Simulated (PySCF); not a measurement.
Job file and geometry (Å, from PBE0-D3(BJ)/def2-SVP) of an NMR shielding run on `N#N`, N2, GIAO PBE0/pcSseg-1 NMR shielding, non-relativistic, gas phase in PySCF 2.14.0, density-fitted response routines; density fitting, a coarse starting grid and PySCF grid level 2 are the driver's defaults:

```
$ OMP_NUM_THREADS=1 python probes_run.py task.json out

{"job": {"kind": "nmr", "xc": "PBE0", "basis": "pcSseg-1"}, "charge": 0, "multiplicity": 1}
N      0.570841    -0.057384     0.006759
N     -0.526641    -0.032866    -0.000689
```

Question: Write the output of this run.

Answer: 
```
coarse grid: 2128 points
cycle   1  E = -109.3805301068  dE =  1.340e-01  |g| = 9.542e-02  |ddm| = 1.468e+00
cycle   2  E = -109.3818230411  dE = -1.293e-03  |g| = 5.003e-02  |ddm| = 1.177e-01
cycle   3  E = -109.3823209714  dE = -4.979e-04  |g| = 4.197e-03  |ddm| = 3.845e-02
cycle   4  E = -109.3823246621  dE = -3.691e-06  |g| = 6.774e-04  |ddm| = 3.570e-03
final grid: 21984 points
cycle   5  E = -109.3901043357  dE = -3.712e-06  |g| = 2.261e-03  |ddm| = 9.035e-03
cycle   6  E = -109.3901050031  dE = -6.674e-07  |g| = 1.394e-03  |ddm| = 2.724e-03
cycle   7  E = -109.3901054082  dE = -4.050e-07  |g| = 2.609e-05  |ddm| = 1.021e-03
cycle   8  E = -109.3901054082  dE = -9.456e-11  |g| = 3.029e-06  |ddm| = 2.492e-05
converged SCF energy = -109.3901054082

GIAO shielding tensors (ppm)
atom      isotropic    diamagn.    paramagn.     s11        s22        s33       span
  0 N      -95.900     324.385    -420.285   -313.648   -313.648    339.595    653.243
  1 N      -95.900     324.385    -420.285   -313.648   -313.648    339.595    653.243
```

Question: Turn these shieldings into chemical shifts. Chemical shifts δ = σref − σ; ¹⁵N (265.67 ppm) vs NH3, all at this level.

Answer: Averaging equivalent atoms: N 0/1: 361.6 ppm. Experimental scales use liquid or dissolved standards, which lie at an offset from isolated NH3 (liquid NH3: subtract about 20 ppm). Unscaled 15N shifts of sp2 nitrogen come out 20 to 40 ppm too high even then.

Size and cost of the density-fitted run: 34 basis functions, 0.64 s wall time on 1 thread of an Arm Neoverse V1, shared host; peak memory 0.24 GiB.
